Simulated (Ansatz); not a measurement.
# [BH4]− (SMILES [H][B-]([H])([H])[H]) at MP2/6-31G

Aim: the vertical ionisation energy of [BH4]− at MP2/6-31G, from 2 runs. 

The results are computed with Ansatz 0.2.0.

## 1. The structure to begin with

[BH4]−: 5 atoms, total charge -1, spin state singlet. SMILES: `[H][B-]([H])([H])[H]`. The coordinates come from a GFN2-xTB relaxation.

Bond lengths: B1–H2 1.229 Å, B1–H3 1.229 Å, B1–H4 1.229 Å, B1–H5 1.229 Å. Angles: H2–B1–H3 109.5°, H2–B1–H4 109.5°, H2–B1–H5 109.5°, H3–B1–H4 109.5°, H3–B1–H5 109.5°, H4–B1–H5 109.5°.

## 2. A single-point energy at MP2/6-31G

input.yaml

```yaml
crystal:
  periodic: [false, false, false]
  atoms:
    - symbol: B
      position_ang: [0.000000, -0.000190, -0.000050]
    - symbol: H
      position_ang: [0.011880, -0.020580, 1.229120]
    - symbol: H
      position_ang: [1.154650, 0.011840, -0.420810]
    - symbol: H
      position_ang: [-0.587600, 1.007810, -0.387560]
    - symbol: H
      position_ang: [-0.578930, -0.998880, -0.420690]
basis:
  gaussian: {orbitals: 6-31G}
accuracy: high
correlation: {method: mp2, frozen_orbitals: {B: 1, H: 0}}
total_charge: -1
```

Launch:

```sh
ansatz run input.yaml --threads 1 --pin off --max-ram 2610MiB --events-out events.jsonl --progress --plain --runs-dir runs
```

What it wrote:

```text
Warning: RAYON_NUM_THREADS=1 ignored (pool sized by the plan → 1); use --threads N
Functional definition: HF
  name "HF"
  exchange = exact_x
  correlation = 0
413 factors; integrals over basis functions are off by at most 2.7e-9 eV
mean field evaluation 1: about -732.8921 eV, gradient 1.1e1 eV
mean field evaluation 2: about -732.8915 eV, gradient 1.0e1 eV
mean field evaluation 4: about -733.3908 eV, gradient 5.4e-1 eV
mean field evaluation 8: about -733.3919 eV, gradient 4.3e-8 eV
mean field -733.39191832 eV, -26.9516558874 hartree, gradient 1.2e-8 eV, S^2 0.000000; 0 other end points of the search recorded, 0 dependent functions left out
1 core orbitals not correlated: weight in the atoms' cores, before any rotation towards them, 1.000 or more for the frozen orbitals, at most 0.000 for the correlated occupied ones
reference -733.39191832 eV, -26.9516558874 hartree; 4, 4 occupied and 12, 12 virtual orbitals, 413 factors
second order -2.09476712 eV of doubles, -0.00000000 eV of singles
Total energy: -735.48668544 eV, -27.0286371591 hartree
```

Wall time 0.1 s (1 thread of Arm Neoverse V2, shared host).

## 3. Doublet neutral BH4, same level

molecule.yaml

```yaml
crystal:
  periodic: [false, false, false]
  atoms:
    - {symbol: B, position_ang: [0.000000, -0.000190, -0.000050]}
    - {symbol: H, position_ang: [0.011880, -0.020580, 1.229120]}
    - {symbol: H, position_ang: [1.154650, 0.011840, -0.420810]}
    - {symbol: H, position_ang: [-0.587600, 1.007810, -0.387560]}
    - {symbol: H, position_ang: [-0.578930, -0.998880, -0.420690]}
basis:
  gaussian:
    orbitals: 6-31G
magnetization:
  spin_polarized: true
  initial_magnetization: 1
accuracy: high
total_charge: 0
correlation:
  method: mp2
  frozen_orbitals: {B: 1, H: 0}
```

Launch:

```sh
ansatz run molecule.yaml --threads 1 --pin off --max-ram 2610MiB --events-out events.jsonl --progress --plain --runs-dir runs
```

What it wrote:

```text
Warning: RAYON_NUM_THREADS=1 ignored (pool sized by the plan → 1); use --threads N
[... 4 set-up lines as earlier in the session ...]
409 factors; integrals over basis functions are off by at most 2.7e-9 eV
mean field evaluation 1: about -729.1224 eV, gradient 8.7e0 eV
mean field evaluation 2: about -729.1220 eV, gradient 8.7e0 eV
mean field evaluation 4: about -729.8573 eV, gradient 8.0e-1 eV
mean field evaluation 8: about -729.8779 eV, gradient 6.3e-4 eV
mean field evaluation 16: about -729.8009 eV, gradient 2.0e0 eV
mean field evaluation 32: about -729.8473 eV, gradient 1.5e0 eV
mean field -729.87767484 eV, -26.8225098216 hartree, gradient 1.5e-8 eV, S^2 0.757664; 8 other end points of the search recorded, 0 dependent functions left out
1 core orbitals not correlated: weight in the atoms' cores, before any rotation towards them, 1.000 or more for the frozen orbitals, at most 0.000 for the correlated occupied ones
reference -729.87767484 eV, -26.8225098216 hartree; 4, 3 occupied and 12, 13 virtual orbitals, 409 factors
second order -1.75118001 eV of doubles, -0.00000000 eV of singles
Total energy: -731.62885486 eV, -26.8868645001 hartree
```

It took 0.16 s on 1 thread of Arm Neoverse V2, shared host.

## 4. What came out

At MP2/6-31G, 1 core orbital frozen:

| quantity | value |
| --- | --- |
| singlet [BH4]−: total energy | -27.02864 Eh |
| singlet [BH4]−: correlation energy (1 core orbital frozen) | -77.0 mEh |
| doublet neutral BH4: total energy | -26.88686 Eh |
| doublet neutral BH4: correlation energy (1 core orbital frozen) | -64.4 mEh |
| doublet neutral BH4: ⟨S²⟩ of the reference determinant | 0.758 |
| vertical detachment energy (to the doublet neutral) | 3.858 eV |

**Reading.** The vertical ionisation energy comes to 3.86 eV (372 kJ/mol).
